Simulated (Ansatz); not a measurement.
`CNC(O)S` → `NCSCO`  (isomerisation)

Calculated with Ansatz (gas phase, PBE0-D4/def2-TZVP geometries, no zero-point term in ΔE). CCSD(T)/CBS is the MP2 limit (def2-TZVPP, def2-QZVPP) plus CCSD(T) − MP2 in def2-TZVPP, frozen cores. Functionals use def2-TZVPP. Each species was taken in one conformer, which may not be the lowest.

Task: Is it downhill or uphill in electronic energy at CCSD(T)/CBS, and by how much? (Best estimate.)

Result: Ansatz gave: Downhill: ΔE = -2.0 kcal/mol.

Task: What do these levels give: PBE0-D4, ωB97X-V, ωB97M-V, r2SCAN, HF/def2-QZVPP, SCS-MP2/def2-QZVPP? (Estimate.)

Result: The calculation gave: PBE0-D4 -2.3, ωB97X-V -1.4, ωB97M-V -1.4, r2SCAN -2.4, HF/def2-QZVPP -1.3, SCS-MP2/def2-QZVPP -2.1 kcal/mol.

Largest T1 diagnostic among the species: 0.011.
